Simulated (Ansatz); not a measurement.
C2H3FO2 (`FC1OCO1`). Total charge 0; spin multiplicity 1.

Z-matrix (Å, degrees):
```
C
O 1 1.392
C 1 1.936 2 47.2
F 1 1.350 2 112.2 3 -115.6
O 1 1.392 2 94.4 3 0.6
H 1 1.095 2 115.4 3 121.3
H 3 1.095 1 124.3 2 -90.4
H 3 1.094 1 123.8 2 89.6
```

Q: Give the diagnostics of a CCSD(T)/def2-TZVPP run (frozen core, the Gaussian-basis code of Ansatz). (An estimate is asked.)

A: Ansatz gave: T1 = 0.0122, largest single amplitude 0.019, largest double 0.018, (T) share of the correlation energy 3.6 %, 9 CCSD cycles. The RHF solution is stable towards an unrestricted one. T1 lies under the customary mark of 0.02 for closed shells.
